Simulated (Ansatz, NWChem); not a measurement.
**C2H5NS: a line through the functionals**

C2H5NS: 9 atoms, total charge 0, spin state singlet. SMILES: `[H]/N=C(/C)S`. The shape is that of a PBE0-D4/def2-TZVP optimisation. This is one conformer, not always the lowest.

The HOMO–LUMO gap y, in eV, basis cc-pVDZ; a is the functional's share of exact exchange. Programs: Ansatz 0.2.0, NWChem 7.3.0.

```
functional  program     a  y (eV)
    r2SCAN   Ansatz     0    5.60
      TPSS   NWChem     0    5.35
     B3LYP   Ansatz   0.2       ?
   r2SCAN0   Ansatz  0.25    7.71
      PBE0   Ansatz  0.25    7.42
     BHLYP   Ansatz   0.5    9.62
```

**Question.** Fit y = c + s·a to the known rows and predict B3LYP.

**Answer.** 
1. Means of the 5 rows: a = 0.2000, y = 7.140.
2. Σ(Δa)² = 0.175, Σ(Δa·Δy) = 1.4525, so the slope is 1.4525/0.175 = 8.3.
3. Intercept: 7.140 − (8.3) × 0.2000 = 5.480. The largest residual of the fit is 0.15.
4. B3LYP: 5.480 + (8.3) × 0.2 = 7.14 eV.

The run gave 6.95 eV, so the prediction is off by +0.19 eV, about the scatter of the fit. Exact exchange lowers occupied levels and raises empty ones. The rows mix families of semi-local functionals, which the line can't see.
